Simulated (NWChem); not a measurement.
Program: NWChem. System: H2N, charge 0, spin multiplicity 2, at a geometry optimised with UB3LYP/def2-SVP. The structure started from a generated list of species. Its SCF solution wasn't tested for a lower state. Level: ROCCSD(T)/def2-QZVP, 1 core orbitals frozen.

Job file:

```
start mol
memory heap 100 mb stack 700 mb global 1900 mb
geometry units angstroms nocenter noautoz
  N      0.000000     0.000000    -0.146310
  H      0.801659     0.000000     0.512085
  H     -0.801659     0.000000     0.512085
  symmetry group C2v
end
basis spherical
  * library def2-qzvp
end
scf
  rohf
  nopen 1
  maxiter 100
  thresh 1e-7
  semidirect memsize 60000000 filesize 0
  # guess.movecs holds the orbitals of an unrestricted PBE0 run
  vectors input guess.movecs output mol.movecs
end
tce
  freeze core 1
  ccsd(t)
  2eorb
  2emet 13
  thresh 1e-6
  maxiter 100
  tilesize 24
end
task tce energy
```

Output (cleaned and shortened):

```
             Northwest Computational Chemistry Package (NWChem) 7.3.0
             --------------------------------------------------------

                                NWChem Input Module
                                -------------------

 Scaling coordinates for geometry "geometry" by  1.889725989
 (inverse scale =  0.529177249)

 Turning off AUTOSYM since
 SYMMETRY directive was detected!

                             Geometry "geometry" -> ""
                             -------------------------

 Output coordinates in angstroms (scale by  1.889725989 to convert to a.u.)

  No.       Tag          Charge          X              Y              Z
 ---- ---------------- ---------- -------------- -------------- --------------
    1 N                    7.0000     0.00000000     0.00000000    -0.14631000
    2 H                    1.0000     0.80165900     0.00000000     0.51208500
    3 H                    1.0000    -0.80165900     0.00000000     0.51208500

 Effective nuclear repulsion energy (a.u.)       7.4716359331

            Nuclear Dipole moment (a.u.)
            ----------------------------
        X                 Y               Z
 ---------------- ---------------- ----------------
     0.0000000000     0.0000000000     0.0000000000

      Symmetry information
      --------------------

 Group name             C2v
 Group number             16
 Group order               4
 No. of unique centers     2

      Symmetry unique atoms

     1    2


 Summary of "ao basis" -> "" (spherical)
 ------------------------------------------------------------------------------
       Tag                 Description            Shells   Functions and Types
 ---------------- ------------------------------  ------  ---------------------
 *                         def2-qzvp                  on all atoms

 Summary of "ao basis" -> "ao basis" (spherical)
 ------------------------------------------------------------------------------
       Tag                 Description            Shells   Functions and Types
 ---------------- ------------------------------  ------  ---------------------
 N                         def2-qzvp                17       57   7s4p3d2f1g
 H                         def2-qzvp                10       30   4s3p2d1f

                                 NWChem SCF Module
                                 -----------------

  ao basis        = "ao basis"
  functions       =   117
  atoms           =     3
  closed shells   =     4
  open shells     =     1
  charge          =   0.00
  wavefunction    = ROHF
  use symmetry    = T
  symmetry adapt  = T

 Summary of "ao basis" -> "ao basis" (spherical)
 ------------------------------------------------------------------------------
       Tag                 Description            Shells   Functions and Types
 ---------------- ------------------------------  ------  ---------------------
 N                         def2-qzvp                17       57   7s4p3d2f1g
 H                         def2-qzvp                10       30   4s3p2d1f

      Symmetry analysis of basis
      --------------------------

        a1         44
        a2         17
        b1         33
        b2         23

 Forming initial guess at       0.1s

      Symmetry analysis of molecular orbitals - initial
      -------------------------------------------------

  Numbering of irreducible representations:

     1 a1          2 a2          3 b1          4 b2

  Orbital symmetries:

     1 a1          2 a1          3 b1          4 a1          5 b2
[...]
 ------------------
           2.727603834037           0.000000000000           0.000000000000
           0.000000000000           7.353460157486           0.000000000000
           0.000000000000           0.000000000000           4.625856323448

  Mulliken analysis of the total density
  --------------------------------------

    Atom       Charge   Shell Charges
 -----------   ------   -------------------------------------------------------
    1 N    7     7.32   1.06  0.00  0.69  0.22  0.43  0.98  0.38  0.87  1.24  1.06  0.35  0.00  0.01  0.02  0.00  0.00  0.00
    2 H    1     0.84   0.12  0.34  0.30  0.02  0.00  0.02  0.03  0.00  0.01  0.00
    3 H    1     0.84   0.12  0.34  0.30  0.02  0.00  0.02  0.03  0.00  0.01  0.00

 Mulliken analysis of the open-shell density
 -------------------------------------------

    Atom       Charge   Shell Charges
 -----------   ------   -------------------------------------------------------
    1 N    7     0.97   0.00  0.00 -0.00  0.00 -0.00  0.00  0.00  0.24  0.32  0.30  0.10  0.00  0.00  0.00 -0.00 -0.00  0.00
    2 H    1     0.02   0.00 -0.00 -0.00  0.00  0.00  0.00  0.01  0.00  0.00  0.00
    3 H    1     0.02   0.00 -0.00 -0.00  0.00  0.00  0.00  0.01  0.00  0.00  0.00

       Multipole analysis of the density wrt the origin
       ------------------------------------------------

     L   x y z        total         open         nuclear
     -   - - -        -----         ----         -------
     0   0 0 0     -0.000000     -1.000000      9.000000

     1   1 0 0      0.000000      0.000000      0.000000
     1   0 1 0     -0.000000     -0.000000      0.000000
     1   0 0 1      0.760923      0.197120      0.000000

     2   2 0 0     -4.113456     -0.597147      4.589940
     2   1 1 0      0.000000      0.000000      0.000000
     2   1 0 1     -0.000000     -0.000000      0.000000
     2   0 2 0     -5.310814     -1.693145      0.000000
     2   0 1 1      0.000000      0.000000      0.000000
     2   0 0 2     -5.606395     -0.618160      2.407999

                   NWChem Extensible Many-Electron Theory Module
                   ---------------------------------------------


            General Information
            -------------------
      Number of processors :     1
         Wavefunction type : Restricted open-shell Hartree-Fock
          No. of electrons :     9
           Alpha electrons :     5
            Beta electrons :     4
           No. of orbitals :   234
            Alpha orbitals :   117
             Beta orbitals :   117
        Alpha frozen cores :     1
         Beta frozen cores :     1
     Alpha frozen virtuals :     0
      Beta frozen virtuals :     0
         Spin multiplicity : doublet
    Number of AO functions :   117
       Number of AO shells :    37
        Use of symmetry is : on
      Symmetry adaption is : on
         Schwarz screening : 0.10D-09

          Correlation Information
          -----------------------
          Calculation type : Coupled-cluster singles & doubles w/ perturbation
   Perturbative correction : (T)
            Max iterations :      100
        Residual threshold : 0.10D-05
     T(0) DIIS level shift : 0.00D+00
     L(0) DIIS level shift : 0.00D+00
     T(1) DIIS level shift : 0.00D+00
     L(1) DIIS level shift : 0.00D+00
     T(R) DIIS level shift : 0.00D+00
     T(I) DIIS level shift : 0.00D+00
   CC-T/L Amplitude update :  5-th order DIIS
                I/O scheme : Global Array Library
        L-threshold :  0.10D-05
        EOM-threshold :  0.10D-05
 no EOMCCSD initial starts read in
 TCE RESTART OPTIONS
 SLICE:      F
 D4D5:       F
 quantumc:   F
 qrotation:  F
 pwtce:      F
 qducc:      F
 nacto:                         0
 nrotv:                         0
 nrot:                          0

            Memory Information
            ------------------
          Available GA space size is     249009422 doubles
          Available MA space size is     104852076 doubles

 Maximum block size supplied by input
 Maximum block size        24 doubles

 tile_dim =     22

 -------------------------------------------------

 Global array virtual files algorithm will be used

 Parallel file system coherency ......... OK

 4-electron integrals stored in orbital form

 v2    file size   =          9620111
 4-index algorithm nr.  13 is used
 imaxsize =       30
 imaxsize ichop =        0


CCSD iterations
 ---------------------------------------------------------
 Iter          Residuum       Correlation     Cpu    Wall
 ---------------------------------------------------------
    1   0.1292846350574  -0.2096975292152     0.3     0.3
    2   0.0299414634423  -0.2146207308607     0.3     0.3
    3   0.0107564054214  -0.2178863944407     0.3     0.3
    4   0.0042945969901  -0.2184891472061     0.3     0.3
    5   0.0018637691153  -0.2187757660703     0.3     0.3
    6   0.0005476491664  -0.2189231692781     0.3     0.3
    7   0.0002277153025  -0.2189371624592     0.3     0.3
    8   0.0001160622568  -0.2189391501162     0.3     0.3
    9   0.0000618550741  -0.2189389105837     0.3     0.3
   10   0.0000335218434  -0.2189402145314     0.3     0.3
   11   0.0000080825948  -0.2189408137606     0.3     0.3
   12   0.0000036195033  -0.2189408235861     0.3     0.3
   13   0.0000020678279  -0.2189408812014     0.3     0.3
   14   0.0000012137768  -0.2189408697295     0.3     0.3
   15   0.0000007356985  -0.2189408704355     0.3     0.3
 -----------------------------------------------------------------
 Iterations converged
 CCSD correlation energy / hartree =        -0.218940870435497
 CCSD total energy / hartree       =       -55.804578790148156

 Singles contributions

 Doubles contributions
 CCSD(T)
 Using plain CCSD(T) code
             total no. of tasks         1062
 total no. of tasks / no. procs         1062
                         wl_min           16           1.6
                         wl_max        81312           6.6
        thresh for no. of tasks         1062

 CCSD[T]  correction energy / hartree =        -0.007048069949145
 CCSD[T] correlation energy / hartree =        -0.225988940384642
 CCSD[T] total energy / hartree       =       -55.811626860097299
 CCSD(T)  correction energy / hartree =        -0.006928482653784
 CCSD(T) correlation energy / hartree =        -0.225869353089282
 CCSD(T) total energy / hartree       =       -55.811507272801940

 Task  times  cpu:       25.2s     wall:       25.2s

 Total times  cpu:       25.3s     wall:       25.3s
```
